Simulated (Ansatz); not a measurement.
Mulliken charges of AlH5N2, SMILES `[NH2][AlH][NH2]` from ωB97M-V/def2-TZVPP in Ansatz (PBE0-D4/def2-TZVP geometry).

```csv
atom,x (Å),y (Å),z (Å),charge (e)
N1,-0.978,0.660,-1.013,-0.392
Al2,0.230,0.478,0.267,0.502
N3,0.796,-1.129,0.742,-0.392
H4,-1.410,-0.082,-1.537,0.100
H5,-1.332,1.551,-1.319,0.105
H6,0.806,1.759,0.991,-0.126
H7,0.500,-2.008,0.350,0.100
H8,1.481,-1.286,1.463,0.105
```

Task: By hand: the dipole of these point charges (1 e Å = 4.8032 D).

Result: Σ q r = (0.010, 0.021, 0.012) e Å, of length 0.026 e Å = 0.12 D.

Task: How does the dipole of the full density compare? (An estimate is asked.)

Result: Computed: (-0.093, -0.207, -0.117) e Å, 1.23 D; the point charges give 0.10 times that, at 179° from its direction, so they point the opposite way.

Point charges leave out the atoms' own dipoles, such as those of lone pairs, and Mulliken's split depends on the basis, so the two needn't agree.
